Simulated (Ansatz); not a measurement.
**CHOSi (sextet): the correlation ladder, cc-pVDZ**

An exercise on one series of results from a longer session: the logs are not shown, and one member is left open.

Computed with Ansatz 0.2.0, Gaussian basis. Level: cc-pVDZ, core rule «outside noble gas», up to 7 orbitals frozen.

The runs, in order: UHF; CCSD(T) on ROHF; CCSD(T) on UHF; BCCD(T) on ROHF; CISD as a restricted active space (open shells left free, so some higher excitations enter); CCSDT(Q) on ROHF; CCSDT(Q) on UHF; CASSCF and MRCISD+Q, 13 electrons in 11 orbitals; CASSCF and NEVPT2, 13 electrons in 11 orbitals.

26 further runs of the same task are left out: 14 that didn't finish, 12 set aside as unsound or not needed. Runs told in other sessions of the task aren't counted.

### The system

The geometry is a PBE0/def2-TZVP stationary point (not a proven minimum) of the parent state, kept for this charge and spin.

4 atoms, charge 0, spin multiplicity 6.

Atoms are counted from 1 here; the program's logs count them from 0.

Bond lengths: C1–O2 1.268 Å, O2–Si3 1.699 Å, Si3–H4 1.496 Å. Angles: C1–O2–Si3 139.4°, O2–Si3–H4 117.6°.

The first run:

The input, in.yaml:

```yaml
crystal:
  periodic: [false, false, false]
  atoms:
    - {symbol: C, position_ang: [0.000000, 0.333035, 1.722367]}
    - {symbol: O, position_ang: [0.000000, -0.312160, 0.630489]}
    - {symbol: Si, position_ang: [0.000000, -0.015246, -1.042169]}
    - {symbol: H, position_ang: [0.000000, 1.411369, -1.492570]}
basis:
  gaussian: {orbitals: cc-pVDZ}
magnetization: {spin_polarized: true, initial_magnetization: 5}
hamiltonian: {xc: hf}
output: {orbitals: {seedname: orbitals}}
```

Command:

```sh
ansatz run in.yaml --threads 1 --pin off --events-out ev --progress --plain --max-ram 2393MiB
```

Among the steps run: UHF; CCSD(T) on ROHF; CCSD(T) on UHF; BCCD(T) on ROHF; CISD as a restricted active space (open shells left free, so some higher excitations enter); CCSDT(Q) on ROHF; CCSDT(Q) on UHF; CASSCF and MRCISD+Q, 13 electrons in 11 orbitals; CASSCF and NEVPT2, 13 electrons in 11 orbitals.

One table of the session follows, with a row left open; its other results are not shown here.

```
           method  from UCCSDT(Q) (kJ/mol)
             ROHF                   +861.1
              UHF                   +845.1
             RMP2                        ?
             UMP2                    +91.0
             CISD                    +89.9
            RCCSD                    +25.3
            UCCSD                    +25.0
         RCCSD(T)                     +4.4
         UCCSD(T)                     +4.3
          BCCD(T)                     +4.1
           RCCSDT                     +2.0
           UCCSDT                     +1.9
        RCCSDT(Q)                     +0.3
        UCCSDT(Q)                        0
  CASSCF frontier                   +706.1
  NEVPT2 frontier                   +144.3
  MRCISD frontier                    +65.8
MRCISD+Q frontier                    +10.7
```

Q: Estimate the row for RMP2 from the others.

As computed: from UCCSDT(Q) (kJ/mol): +92.1. In the column «from UCCSDT(Q) (kJ/mol)» it lies between UMP2 (+91.0) and NEVPT2 frontier (+144.3).

Caveats from the session: Restricted and unrestricted rows rest on different reference determinants; a gap between their highest levels can come from leftover correlation error, from unlike frozen cores or from another state.
